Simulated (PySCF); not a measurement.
C: ionisation energy

C [He] 2s2 2p2 (3P) → C⁺ [He] 2s2 2p1 (2P), as a difference of total energies. Computed with PySCF 2.14 in cc-pVTZ, with no relativity, point nucleus. Correlated levels: valence: 1s2 frozen. The calculations carry no spin-orbit coupling.

```tsv
method	ionisation energy (eV)	error (eV)
UHF	10.798	-0.464
BP86	11.578	+0.316
M06-L	11.351	+0.089
MP2 (valence)	11.240	-0.022
SCS-MP2 (valence)	11.111	-0.151
CCSD (valence)	11.142	-0.120
CCSD(T) (valence)	11.166	-0.096
```

Reference: 11.262 eV (measured; NIST levels, between the centres of gravity of the two terms).

Errors of the correlated levels include the incompleteness of this basis and the frozen core.
